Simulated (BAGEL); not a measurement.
# HF/STO-3G (density fitting with qzvpp-jkfit) run of SiH2SO (SMILES O[Si]S)

Aim: the energy change on altering one bond length of SiH2SO at HF/STO-3G (density fitting with qzvpp-jkfit), from 2 runs. 

The results are computed with BAGEL 1.2.2.

1 further run of the same task is left out (set aside as unsound or not needed). Runs told in other sessions of the task aren't counted.

### 1 The system as given

The species is SiH2SO (5 atoms), meant as a singlet with charge 0. SMILES: `O[Si]S`. The coordinates come from a PBE0-D4/def2-TZVP relaxation. This is one conformer, not always the lowest.

Bond lengths: O1–Si2 1.646 Å, Si2–S3 2.176 Å, O1–H4 0.960 Å, S3–H5 1.346 Å. Angles: O1–Si2–S3 104.3°, Si2–O1–H4 123.1°, Si2–S3–H5 99.8°.

### 2 A single-point energy at HF/STO-3G (density fitting with qzvpp-jkfit)

Input file hf.json:

```json
{ "bagel": [

{
  "title": "molecule",
  "basis": "sto-3g",
  "df_basis": "qzvpp-jkfit",
  "angstrom": "true",
  "geometry": [
    { "atom": "O", "xyz": [      -1.194700,      -0.658900,      -0.325800 ] },
    { "atom": "Si", "xyz": [      -0.956800,       0.951300,      -0.079500 ] },
    { "atom": "S", "xyz": [       1.167700,       1.118600,       0.360300 ] },
    { "atom": "H", "xyz": [      -0.489400,      -1.308100,      -0.267200 ] },
    { "atom": "H", "xyz": [       1.523000,      -0.176500,       0.270700 ] }
  ]
},

{ "title": "hf" },

{ "title": "print", "file": "orbitals.molden", "orbitals": "true" }

]}
```

The run is started by

```
BAGEL_NUM_THREADS=1 BAGEL hf.json > hf.out
```

What it wrote:

```text
* using 1 threads per process

  ===============================================================
  ===============================================================

  *** Geometry ***

  { "atom" : "O", "xyz" : [     -2.257656,     -1.245141,     -0.615673 ] },
  { "atom" : "Si", "xyz" : [     -1.808090,      1.797696,     -0.150233 ] },
  { "atom" : "S", "xyz" : [      2.206633,      2.113848,      0.680868 ] },
  { "atom" : "H", "xyz" : [     -0.924832,     -2.471951,     -0.504935 ] },
  { "atom" : "H", "xyz" : [      2.878053,     -0.333537,      0.511549 ] },

  Number of auxiliary basis functions:      369

  Since a DF basis is specified, we compute 2- and 3-index integrals:
    o Being stored without compression. Storage requirement is 0.002 GB

  Number of basis functions:       25
  Number of electrons      :       40

    * METHOD: MOLECULE                             0.06

  *** RHF ***

  === Nuclear Repulsion ===
   133.9315817728

      * DIIS with orbital gradients will be used.

  === RHF iteration (sto-3g) ===
      0       -753.70303946          0.01732500           0.01
      1       -753.76769839          0.00586041           0.01
      2       -753.77386674          0.00089648           0.01
      3       -753.77417086          0.00028074           0.01
      4       -753.77421549          0.00009959           0.01
      5       -753.77422206          0.00002005           0.01
      6       -753.77422227          0.00000312           0.01
      7       -753.77422228          0.00000078           0.01
      8       -753.77422228          0.00000013           0.01
      9       -753.77422228          0.00000004           0.01
     10       -753.77422228          0.00000001           0.01
     11       -753.77422228          0.00000000           0.01
    * SCF iteration converged.

    * Permanent dipole moment:
           (    0.035408,     0.419698,     0.058911) a.u.

    * METHOD: HF                                   0.11

    * METHOD: PRINT                                0.00

  ===============================================================
```

Run time: 0.3 s. Hardware: 1 thread of Intel Xeon 6975P-C (Granite Rapids), shared host.

### 3 The distorted shape

Input file hf.json:

```json
{ "bagel": [

{
  "title": "molecule",
  "basis": "sto-3g",
  "df_basis": "qzvpp-jkfit",
  "angstrom": true,
  "geometry": [
    { "atom": "O", "xyz": [      -1.406288,      -0.464142,      -0.343380 ] },
    { "atom": "Si", "xyz": [      -1.168388,       1.146058,      -0.097080 ] },
    { "atom": "S", "xyz": [       0.956112,       1.313358,       0.342720 ] },
    { "atom": "H", "xyz": [      -0.489400,      -1.308100,      -0.267200 ] },
    { "atom": "H", "xyz": [       1.311412,       0.018258,       0.253120 ] }
  ]
},

{
  "title": "hf"
},

{
  "title": "print",
  "file": "orbitals.molden",
  "orbitals": true
}

]}
```

The run is started by

```
BAGEL_NUM_THREADS=1 BAGEL hf.json > hf.out
```

What it wrote:

```text
* using 1 threads per process

  ===============================================================
  ===============================================================

  *** Geometry ***

  { "atom" : "O", "xyz" : [     -2.657499,     -0.877101,     -0.648894 ] },
  { "atom" : "Si", "xyz" : [     -2.207933,      2.165736,     -0.183455 ] },
  { "atom" : "S", "xyz" : [      1.806790,      2.481887,      0.647647 ] },
  { "atom" : "H", "xyz" : [     -0.924832,     -2.471951,     -0.504935 ] },
  { "atom" : "H", "xyz" : [      2.478210,      0.034503,      0.478327 ] },

  Number of auxiliary basis functions:      369

  Since a DF basis is specified, we compute 2- and 3-index integrals:
    o Being stored without compression. Storage requirement is 0.002 GB

  Number of basis functions:       25
  Number of electrons      :       40

    * METHOD: MOLECULE                             0.06

  *** RHF ***

  === Nuclear Repulsion ===
   132.5777363054

      * DIIS with orbital gradients will be used.

  === RHF iteration (sto-3g) ===
      0       -753.63484451          0.02050231           0.01
      1       -753.70788380          0.00982932           0.01
      2       -753.72304822          0.00136729           0.01
      3       -753.72357254          0.00038849           0.01
      4       -753.72365305          0.00012497           0.01
      5       -753.72366181          0.00002906           0.01
      6       -753.72366225          0.00000578           0.01
      7       -753.72366227          0.00000165           0.01
      8       -753.72366227          0.00000045           0.01
      9       -753.72366227          0.00000019           0.01
     10       -753.72366227          0.00000005           0.01
     11       -753.72366227          0.00000002           0.01
     12       -753.72366227          0.00000001           0.01
    * SCF iteration converged.

    * Permanent dipole moment:
           (    0.059720,     0.308404,     0.049912) a.u.

    * METHOD: HF                                   0.12

    * METHOD: PRINT                                0.00

  ===============================================================
```

It took 0.32 s on 1 thread of Intel Xeon 6975P-C (Granite Rapids), shared host.

### 4 Summary of results

At HF/STO-3G (density fitting with qzvpp-jkfit):

```
                                                         quantity          value
                                        first shape: total energy  -753.77422 Eh
                                       first shape: dipole moment         1.08 D
                                         first shape: HOMO energy       -6.17 eV
                                         first shape: LUMO energy        6.56 eV
                                       first shape: HOMO–LUMO gap       12.73 eV
                                    distorted shape: total energy  -753.72366 Eh
                                   distorted shape: dipole moment         0.81 D
                                     distorted shape: HOMO energy       -6.21 eV
                                     distorted shape: LUMO energy        6.50 eV
                                   distorted shape: HOMO–LUMO gap       12.71 eV
energy change with the O1–H4 bond stretched from 0.960 to 1.248 Å       1.376 eV
```

**Reading.** With the O1–H4 bond stretched from 0.960 to 1.248 Å the energy rises by 1.38 eV (133 kJ/mol). The first shape isn't relaxed at this level, so the change isn't measured from a minimum. The minimal basis adds a large error of its own.
